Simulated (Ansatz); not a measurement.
Born–Oppenheimer molecular dynamics of H₄O₂Si (7 atoms, charge 0, multiplicity 1). It starts at the highest image of a converged band. Of that band: Neighbouring images differ by up to 2.2 eV, so the band resolves the path poorly. A vibrational analysis at the climbing image gives one clearly imaginary mode, 1466i cm⁻¹: a first-order saddle point.

Level of theory: RKS B3LYP/def2-SVP (Ansatz).

```yaml
ensemble: NVE (velocity Verlet)
time_step: 0.5 fs
steps_asked: 200
starting_velocities_drawn_for: 300 K
seed: 7396
```

First frame:

```xyz
7
Properties=species:S:1:pos:R:3
Si 0.159 -0.027 -0.385
O 0.638 0.227 1.474
H 0.547 -0.562 2.039
H 1.495 0.039 0.533
O -0.762 1.296 -0.812
H -1.711 1.259 -0.631
H -0.799 -1.194 -0.255
```

Task: How far do the bonds stretch over the last three quarters of this one trajectory? (Pairs bonded in most of those frames.)

Result: 
```json
{"bond": "Si1–O5", "mean (Å)": "1.690", "spread (Å)": "0.010", "shortest": "1.67", "longest": "1.71"}
{"bond": "Si1–H7", "mean (Å)": "1.566", "spread (Å)": "0.016", "shortest": "1.53", "longest": "1.59"}
{"bond": "O2–H3", "mean (Å)": "0.973", "spread (Å)": "0.014", "shortest": "0.93", "longest": "1.00"}
{"bond": "O2–H4", "mean (Å)": "0.980", "spread (Å)": "0.057", "shortest": "0.90", "longest": "1.07"}
{"bond": "O5–H6", "mean (Å)": "0.972", "spread (Å)": "0.031", "shortest": "0.92", "longest": "1.02"}
```

Mean temperature of the second half: 912 K. The conserved energy stayed within 0.56 meV per atom of its start (net change -0.34 meV per atom), so the integration is sound. The kinetic energy rose, since the run started high on the potential surface and went downhill. It ends in pieces (H2O + H2OSi), so much of that is their flight and rotation, not heat. A run of 0.1 ps of so small a system gives no equilibrium averages. The orbitals stay closed-shell, which can raise the energy where a bond breaks towards radicals; this wasn't checked here.

Time of the run: 5.3 min on 1 thread of Arm Neoverse V1, with other jobs on the host, peak memory 0.11 GiB.
